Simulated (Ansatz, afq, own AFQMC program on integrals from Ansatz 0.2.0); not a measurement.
**CH₃+ (singlet): AFQMC on the coupled-cluster ladder, cc-pVDZ**

An exercise on one series of results from a longer session: the logs are not shown, and one member is left open.

Computed with Ansatz 0.2.0, Gaussian basis, and an in-house AFQMC program (afq) on its integrals; all values are calculated. Level: cc-pVDZ, frozen cores.

To be run: Full CI; PBE (unrestricted); r2SCAN (unrestricted); PBE0 (unrestricted); B3LYP (unrestricted); wB97M-V (unrestricted); B2PLYP (unrestricted); CCSD(T) on RHF; CCSDT(Q) on RHF; CCSDTQ on RHF; Phaseless AFQMC, CISD trial on RHF; Free-projection AFQMC, CISD trial on RHF; Free-projection AFQMC, CISD trial on RHF; UHF.

2 further runs of the same task are left out: 2 that didn't finish.

## The system

The geometry is a PBE0/def2-TZVP stationary point (not a proven minimum) of the parent state, kept for this charge and spin.

4 atoms, charge 1, spin multiplicity 1.

Atoms are counted from 1 here; the program's logs count them from 0.

Bond lengths: C1–H2 1.080 Å, C1–H3 1.080 Å, C1–H4 1.080 Å. Angles: H2–C1–H3 120.0°, H2–C1–H4 120.0°, H3–C1–H4 120.0°.

The first run:

Contents of in.yaml:

```yaml
crystal:
  periodic: [false, false, false]
  atoms:
    - {symbol: C, position_ang: [0.000000, 0.000000, 0.000000]}
    - {symbol: H, position_ang: [1.079931, 0.014026, -0.000321]}
    - {symbol: H, position_ang: [-0.552113, 0.928231, -0.002734]}
    - {symbol: H, position_ang: [-0.527818, -0.942256, 0.003055]}
basis:
  gaussian: {orbitals: cc-pVDZ}
total_charge: 1
correlation: {method: fci, electrons: outside_noble_gas}
```

Started as:

```bash
$ ansatz run in.yaml --threads 1 --pin off --events-out ev --progress --plain --max-ram 1382MiB
```

Among the steps run: Full CI; PBE (unrestricted); r2SCAN (unrestricted); PBE0 (unrestricted); B3LYP (unrestricted); wB97M-V (unrestricted); B2PLYP (unrestricted); CCSD(T) on RHF; CCSDT(Q) on RHF; CCSDTQ on RHF; Phaseless AFQMC, CISD trial on RHF; Free-projection AFQMC, CISD trial on RHF (settings varied); UHF.

One of the session's tables, all rows but one given; the rest of the session is left out.

On the RHF determinant, counted from full CI (exact for this spin and basis):

```
                                                    level  from full CI (kJ/mol)
                                                       HF                      ?
                                                      MP2                  +67.5
                                                     CCSD                   +5.8
                                                  CCSD(T)                   +1.1
                                                 CCSDT(Q)                    0.0
                                                   CCSDTQ                    0.0
                                                  full CI                    0.0
     Phaseless AFQMC, CISD trial, step 0.005, 160 walkers                   +0.3
Free-projection AFQMC, CISD trial, step 0.02, 100 walkers                   +0.2
```

**Question.** Estimate the row for HF.

**Answer.** from full CI (kJ/mol): +344.2. In the column «from full CI (kJ/mol)» it is the highest.

To keep in mind: On RHF the phaseless walk with the CISD trial lies +0.3 kJ/mol from full CI, within three error bars.
